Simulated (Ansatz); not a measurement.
Isolated molecules relaxed with PBE0-D4/def2-TZVP in Ansatz; ΔE leaves out vibrations. CBS: MP2 limit from def2 TZ/QZ plus the TZ coupled-cluster correction, frozen cores. This one scheme is used for every species. DFT in def2-TZVPP. B3LYP here is the variant with VWN-RPA as its local correlation; programs differ in this. One conformer a species, not always the lowest.

Reaction (formal hydrolysis of a C–C bond): `C#CC(=C)C` + H₂O → `C#CC(=C)O` + CH₄

CCSD(T)/CBS gives +33.4 kJ/mol.

(1) Another level gave +27.6 kJ/mol. Which?
A. BLYP/def2-TZVPP
B. PBE-QIDH/def2-TZVPP
C. B97M-V/def2-TZVPP
D. B3LYP-D4/def2-TZVPP

Largest T1 diagnostic among the species: 0.013.

Results:

(1) B. PBE-QIDH 27.6, B3LYP-D4 19.1, B97M-V 15.0, BLYP 9.5 kJ/mol.

In def2-TZVPP, CCSD(T) changes the Hartree–Fock value by +5.3 kJ/mol (the triples alone add −1.0 kJ/mol) and MP2 by +10.4 kJ/mol. From PBE to PBE0 (25 % exact exchange), in def2-TZVPP and without D4, ΔE moves by +6.5 kJ/mol.
